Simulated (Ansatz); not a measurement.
# BHO₂ (SMILES O=BO): functionals against CCSD(T) at one geometry

An exercise on one series of results from a longer session: the logs are not shown, and one member is left open.

Program: Ansatz 0.2.0, Gaussian basis. Level of theory: single points in def2-TZVPP. These are calculated values, not measurements.

Cores are frozen in the correlated methods.

## Where the work starts

SMILES `O=BO`, 4 atoms, charge 0, spin multiplicity 1.

Atoms are counted from 1 here; the program's logs count them from 0.

Bond lengths: O1–B2 0.990 Å, B2–O3 1.462 Å, O3–H4 1.130 Å. Angles: O1–B2–O3 161.4°, B2–O3–H4 111.5°.

Geometry (Å):

```xyz
4
BHO2
O    -1.5285    0.4708    0.3981
B    -0.6132    0.2159    0.1204
O     0.7503   -0.3112    0.1571
H     1.2615   -0.2078   -0.8448
```

Set-up of the first run:

Input file run/in.yaml:

```yaml
crystal:
  periodic: [false, false, false]
  atoms:
    - {symbol: O, position_ang: [-1.528500, 0.470800, 0.398100]}
    - {symbol: B, position_ang: [-0.613200, 0.215900, 0.120400]}
    - {symbol: O, position_ang: [0.750300, -0.311200, 0.157100]}
    - {symbol: H, position_ang: [1.261500, -0.207800, -0.844800]}
basis:
  gaussian: {orbitals: def2-TZVPP}
correlation: {method: ccsd_t}
output: {forces: true}
```

No record of the launch command was kept for these runs.

Among the steps run: CCSD(T)/def2-TZVPP; PBE0-D4/def2-TZVPP; wB97M-V/def2-TZVPP; r2SCAN-D4/def2-TZVPP; PBE-D4/def2-TZVPP; r2SCAN0-D4/def2-TZVPP; BHLYP-D4/def2-TZVPP.

One of the session's tables, all rows but one given; the rest of the session is left out.

| method | RMS force component (eV/Å) | angle to CCSD(T) forces (°) | dipole (D) |
| --- | --- | --- | --- |
| CCSD(T) | 17.227 | reference | 2.99 |
| PBE0-D4 | ? | ? | ? |
| wB97M-V | 16.833 | 0.4 | 3.04 |
| r2SCAN-D4 | 16.941 | 0.4 | 3.03 |
| PBE-D4 | 17.067 | 0.5 | 2.95 |
| r2SCAN0-D4 | 16.739 | 1.1 | 3.10 |
| BHLYP-D4 | 16.472 | 1.6 | 3.13 |

Q: Estimate the row for PBE0-D4 from the others.

**Answer.** RMS force component (eV/Å): 16.817; angle to CCSD(T) forces (°): 0.6; dipole (D): 3.04. In the column «RMS force component (eV/Å)» it lies between r2SCAN0-D4 (16.739) and wB97M-V (16.833).
